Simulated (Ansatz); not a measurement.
hcp Tc was calculated with PBEsol in Ansatz (plane waves, PAW).

Numerical settings: plane-wave cutoff 520 eV, 30×30×14 k mesh (along the axes of the cell as run), Fermi–Dirac smearing 0.054 eV (set by the program), no spin polarisation, scalar-relativistic PAW data made under PBE.

Cell (measured lattice):

```
CELL_PARAMETERS angstrom
      2.74120     0.00000     0.00000
     -1.37060     2.37395     0.00000
      0.00000     0.00000     4.39900
ATOMIC_POSITIONS crystal
  Tc 0.66667 0.33333 0.75000
  Tc 0.33333 0.66667 0.25000
```

Problem. Predict the elastic constant C12, elastic constant C11, elastic constant C33, elastic constant C13, elastic constant C44 and elastic constant C66.

Solution. 
elastic constant C12: 218 GPa
elastic constant C11: 490 GPa
elastic constant C33: 533 GPa
elastic constant C13: 180 GPa
elastic constant C44: 139 GPa
elastic constant C66: 136 GPa

Note: the cell isn't this level's own, so it is under some stress, which shifts stiffness and frequencies.

Elastic constants are with the ions relaxed.

The computed numbers hold no vibrational or temperature effects.

Ansatz is a quantum-chemistry and plane-wave program.
